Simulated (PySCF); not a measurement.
# Structure from NMR data

Molecular formula: C4H7F. Simulated spectra:

$^{1}$H NMR (400 MHz, computed): δ 5.58 (dqq, J = 3.4, 2.8, 1.6 Hz, 1H), 5.31 (d of sept, J = 7.3, 2.4 Hz, 1H), 4.71 (dtq, J = 54.3, 3.0, 1.5 Hz, 2H), 1.66 (ddq, J = 2.1, 1.8, 1.5 Hz, 3H).

$^{13}$C{$^{1}$H} NMR (computed): δ 148.4 (d, J = 11.6 Hz), 116.2 (d, J = 15.1 Hz), 85.9 (d, J = 244.2 Hz), 19.5 (d, J = 1.6 Hz).

[PySCF: geometry: PBE0-D3(BJ)/def2-SVP; spin–spin couplings from B3LYP/pcJ-1 (spin–dipole term only in couplings to heteroatoms); σ from GIAO-PBE0/pcSseg-1; isolated molecule; fast rotation and ring inversion assumed for equivalent nuclei; non-relativistic Hamiltonian; one computed conformer]

Referencing at the same level of theory: $^{1}$H, $^{13}$C vs TMS.

Deduce the structure.

Answers


The formula gives 1 degree of unsaturation (no ring in the answer). 4 carbon signals for 4 carbons: no two carbons are equivalent. Carbon types of the structure: 1 × C, 2 × CH2, 1 × CH3, which accounts for all hydrogens. δC 148.4: fully substituted alkene carbon; as expected for a trigonal carbon in a double bond. δC 116.2: terminal =CH2 carbon; an sp2 carbon of a C=C bond. δC 85.9: allylic sp3 CH2 bonded to F; the inductive effect lowers its shielding. δC 19.5: allylic methyl carbon; aliphatic region, no heteroatom directly attached. δH 5.58, 5.31: hydrogen on a terminal =CH2 carbon; olefinic region. δH 4.71: hydrogen on an allylic sp3 CH2 bonded to F; its carbon carries F, an electronegative neighbour. δH 1.66: hydrogen on an allylic methyl carbon; allylic position.

These data were computed for `C=C(C)CF`.

The data come from this structure; uniqueness wasn't tested.

Common functionals overestimate the size of one-bond C–F couplings by tens of Hz; these are unscaled. Multiplet labels drop couplings under 1 Hz and merge nearly equal ones. Shifts are as computed. Against solution values, carbons near 30 ppm lie about +2 ppm off and those near 130 ppm about +5 ppm. Of 1211 compounds with measured shifts, 218 miss one by over three times the rms of a fit or turn the order of signals round; such compounds aren't used in these exercises.
